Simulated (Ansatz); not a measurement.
One crystal and one scan (energy against volume) at two levels, PBE (plane waves to 420 eV, PAW, scalar-relativistic; Ansatz, a first-principles code) and PBEsol (plane waves to 420 eV, PAW, scalar-relativistic; Ansatz), each from its own relaxed cell and on its own mesh. The cell shown is that of PBE.

BAs (zinc blende)

```yaml
crystal:
  lattice:
    - [0.00000, 2.40468, 2.40468]
    - [2.40468, 0.00000, 2.40468]
    - [2.40468, 2.40468, 0.00000]
  atoms:
    - { symbol: As, position: [0.75000, 0.75000, 0.75000] }
    - { symbol: B, position: [0.00000, 0.00000, 0.00000] }
```

Equation-of-state scan: isotropic scaling of the cell above, V₀ being its volume. Symmetry pins the atoms to their sites.

E stands for the smeared free energy. BAs was relaxed with its symmetry unable to fall. The PAW data are Ansatz's earlier set. Percentages come from the unrounded values. Both scans cover V/V₀ from 0.840 to 1.160.

Results of PBE:

Lattice constant a (Å): 4.809
Band gap of the relaxed cell, no spin-orbit coupling (eV): 1.21
Pressure at the smallest volume (GPa): 32.6
Energy cost of the largest compression (meV/atom): 195.6
Energy cost of the largest expansion (meV/atom): 112.7
Bulk modulus B₀ (third-order Birch-Murnaghan fit) (GPa): 130.9
Pressure for 5 % compression (fit) (GPa): 7.5

### Question
Estimate the PBEsol values.

### Answer
| quantity | PBEsol | PBE − PBEsol |
|---|---|---|
| Lattice constant a (Å) | 4.768 | +0.041 (+0.9 %) |
| Band gap of the relaxed cell, no spin-orbit coupling (eV) | 1.08 | +0.13 (+12 %) |
| Pressure at the smallest volume (GPa) | 34.7 | -2.1 (-6.1 %) |
| Energy cost of the largest compression (meV/atom) | 203.2 | -7.6 (-3.7 %) |
| Energy cost of the largest expansion (meV/atom) | 117.7 | -5.0 (-4.2 %) |
| Bulk modulus B₀ (third-order Birch-Murnaghan fit) (GPa) | 139.9 | -9.0 (-6.5 %) |
| Pressure for 5 % compression (fit) (GPa) | 8.0 | -0.5 (-6 %) |

PBE gives the higher value for: lattice constant a; band gap of the relaxed cell, no spin-orbit coupling. PBE gives the lower value for: pressure at the smallest volume; energy cost of the largest compression; energy cost of the largest expansion; bulk modulus B₀; pressure for 5 % compression. For the lattice constant a the reference is 4.777 Å (measured, room temperature or unstated; as given in M J Lucero, T M Henderson, G E Scuseria, Journal of Physics Condensed Matter (2012), arXiv:1111.4515): it holds thermal shifts, so no verdict is drawn. 

(Under strain, the slope of the energy per volume gives the stress and its curvature an elastic modulus.)
